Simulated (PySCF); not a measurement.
Gas-phase reaction: 4 Cl + C₃H₈ + CCl₄ → 4 CH₂Cl₂

Energies from PySCF, thermal terms from the rigid-rotor harmonic-oscillator model, ideal gas at 1 bar. The comparison is the NASA 1993 polynomial table, which mixes measured and estimated data. † marks an energy on the PBE0/def2-TZVP geometry and frequencies. CCSD(T) freezes the core. Open shells (unrestricted): Cl (multiplicity 2); the rest are closed-shell singlets. Spin-orbit splitting is ignored; it lowers the true energy and changes the entropy of Cl. CCSD(T) isn't extrapolated to the basis-set limit.

Levels: a) CCSD(T)/def2-SVP†; b) r2SCAN/def2-TZVP†; c) PBE0/def2-SVP†; d) HF/def2-TZVP†; e) LDA/def2-TZVP†.

Question: Order the levels by the distance of their ΔH°(298 K) from the table for this reaction, closest first.

Answer: b (-15 kJ), c (+36 kJ), a (+149 kJ), e (-186 kJ), d (+278 kJ)

The table gives -666 kJ. The order holds for this reaction alone, and for the 1993 entries, some of which have been revised since.
